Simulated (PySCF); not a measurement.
Molecular orbitals of LiH

RHF at R = 1.528 Å; basis Li STO-3G, H STO-3G; no relativity; PySCF 2.14. State: ¹Σ⁺ (singlet), closed shell. Only the outer orbitals are listed, counted within each symmetry.

```json
{"orbital": "2σ", "occ.": "2", "ε (eV)": "-7.93", "on Li (%)": "51", "main shells (%)": "49 H s, 29 Li s, 22 Li p"}
{"orbital": "3σ", "occ.": "0", "ε (eV)": "2.14", "on Li (%)": "98", "main shells (%)": "56 Li s, 42 Li p"}
{"orbital": "1π", "occ.": "0", "ε (eV)": "4.46", "on Li (%)": "100", "main shells (%)": "100 Li p"}
{"orbital": "1π", "occ.": "0", "ε (eV)": "4.46", "on Li (%)": "100", "main shells (%)": "100 Li p"}
```

**Question.** Which are the highest filled and the lowest empty level, where do they sit, and how wide is the gap?

**Answer.** Highest filled 2σ at -7.93 eV (in %: 49 H s, 29 Li s, 22 Li p); lowest empty 3σ at 2.14 eV (in %: 56 Li s, 42 Li p); the gap at RHF is 10.07 eV. An empty level above zero is unbound, and its energy depends on the basis.

```
bond order (Mayer)                              : 1.00
⟨S²⟩                                            : 0.000
charge on Li (Mulliken, basis-dependent)        : -0.02
charge on Li (Löwdin, basis-dependent)          : -0.01
dipole moment (positive dipole means Li(−)H(+)) : -4.84 D
```

STO-3G is very small, so such numbers show the basis as much as the molecule.
